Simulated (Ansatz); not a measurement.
Consider the isomerisation: `CC(Cl)CF` → `FCCCCl`.

Program: Ansatz. Geometries: PBE0-D4/def2-TZVP. ΔE: electronic, gas phase. CBS: MP2 limit from def2 TZ/QZ plus the TZ coupled-cluster correction, frozen cores. DFT in def2-TZVPP. B3LYP here is the variant with VWN-RPA as its local correlation; programs differ in this. One conformer a species, not always the lowest.

Problem. Is it downhill or uphill in electronic energy at CCSD(T)/CBS, and by how much? (Estimate.)

Solution. Ansatz gave: Uphill: ΔE = +6.3 kJ/mol.

Problem. What do these levels give: PBE0-D4, B3LYP-D4, ωB97M-V, PBE0, SCS-MP2/def2-TZVPP, HF/CBS(def2)? (Estimate.)

Solution. The calculation gave: PBE0-D4 4.5, B3LYP-D4 4.5, ωB97M-V 5.5, PBE0 4.3, SCS-MP2/def2-TZVPP 6.6, HF/CBS(def2) 3.0 kJ/mol.

Largest T1 diagnostic among the species: 0.010.

In def2-TZVPP, CCSD(T) changes the Hartree–Fock value by +3.2 kJ/mol (the triples alone add +0.9 kJ/mol) and MP2 by +4.4 kJ/mol.
